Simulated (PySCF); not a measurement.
Ligands exchanged one at a time, Al F-SiH3. Gas-phase values, no solvent. Strings in code marks are SMILES.

The dipole moment from two functionals at the same geometries (PBE0-D4/def2-TZVP), both in PySCF: PBE-D3(BJ)/def2-TZVP and B3LYP-D3(BJ)/def2-TZVP. B3LYP has the VWN-RPA correlation part, as in Gaussian. 

| species | B3LYP-D3(BJ)/def2-TZVP (D) |
|---|---|
| 0 of 3 F replaced by SiH3 | 0.00 |
| 1 of 3 F replaced by SiH3 (`[F][Al]([F])[SiH3]`) | 1.80 |
| 2 of 3 F replaced by SiH3 | 1.11 |
| 3 of 3 F replaced by SiH3 | 0.23 |

Q: What does PBE-D3(BJ)/def2-TZVP give for each?

A: 
- 0 of 3 F replaced by SiH3: 0.00
- 1 of 3 F replaced by SiH3 (`[F][Al]([F])[SiH3]`): 1.76
- 2 of 3 F replaced by SiH3: 1.08
- 3 of 3 F replaced by SiH3: 0.18
Over these rows, drawn at random from the members with no instability flagged (it was tested for open shells, ions and some series alone), PBE minus B3LYP-D3(BJ): mean -0.03 D, from -0.04 D to 0.00 D.
